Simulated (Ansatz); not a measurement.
Process, species as SMILES: N (NH3) + H+ → [NH4+]
B3LYP-D3(BJ)/def2-TZVP geometries, fixed; electronic energies without zero-point terms; positive where energy is released.

Basis-set convergence of the proton affinity at r2SCAN with Ansatz (a first-principles code). Cartesian d functions, on some or all atoms, in 6-31G*, 6-31+G*; all else is spherical. The program fits the integrals of some runs and decomposes those of others, by size. No added dispersion term, no relativity. Functions are those of the species that has most. Reference: the value in aug-pcseg-3, 212.84 kcal/mol, itself unsure by roughly 0.04 kcal/mol (its mean distance from aug-cc-pVQZ, def2-QZVPPD, pcseg-3). Deviations are taken from unrounded values.

```tsv
basis	functions	proton affinity (kcal/mol)
6-31G*	23	217.10
6-31+G*	27	212.83
cc-pVDZ	34	217.59
aug-cc-pVDZ	59	211.63
def2-SVP	34	218.01
def2-SVPD	52	212.28
pcseg-1	34	213.31
aug-pcseg-1	59	210.49
6-311G**	42	216.41
6-311+G**	46	213.10
def2-TZVP	55	213.49
def2-TZVPD	73	212.46
cc-pVTZ	86	214.71
aug-cc-pVTZ	138	212.68
pcseg-2	86	213.22
aug-pcseg-2	138	212.78
def2-TZVPP	87	213.69
def2-TZVPPD	105	212.90
cc-pVQZ	175	213.59
aug-cc-pVQZ	264	212.77
def2-QZVPP	177	213.01
def2-QZVPPD	195	212.82
pcseg-3	192	212.87
aug-pcseg-3	281	212.84
```

What the diffuse functions change, pair by pair:
- 6-31G* to 6-31+G*: 4 more functions, deviation 4.25 to -0.01 kcal/mol
- cc-pVDZ to aug-cc-pVDZ: 25 more functions, deviation 4.74 to -1.21 kcal/mol
- def2-SVP to def2-SVPD: 18 more functions, deviation 5.17 to -0.56 kcal/mol
- pcseg-1 to aug-pcseg-1: 25 more functions, deviation 0.47 to -2.35 kcal/mol
- 6-311G** to 6-311+G**: 4 more functions, deviation 3.57 to 0.26 kcal/mol
- def2-TZVP to def2-TZVPD: 18 more functions, deviation 0.64 to -0.38 kcal/mol
- cc-pVTZ to aug-cc-pVTZ: 52 more functions, deviation 1.87 to -0.16 kcal/mol
- pcseg-2 to aug-pcseg-2: 52 more functions, deviation 0.38 to -0.06 kcal/mol
- def2-TZVPP to def2-TZVPPD: 18 more functions, deviation 0.85 to 0.06 kcal/mol
- cc-pVQZ to aug-cc-pVQZ: 89 more functions, deviation 0.74 to -0.07 kcal/mol
- def2-QZVPP to def2-QZVPPD: 18 more functions, deviation 0.17 to -0.02 kcal/mol
- pcseg-3 to aug-pcseg-3: 89 more functions, deviation 0.03 to 0.00 kcal/mol

Leaving out the reference's own pair, they bring the value nearer the reference by more than 0.04 kcal/mol in 10 of 11 pairs.
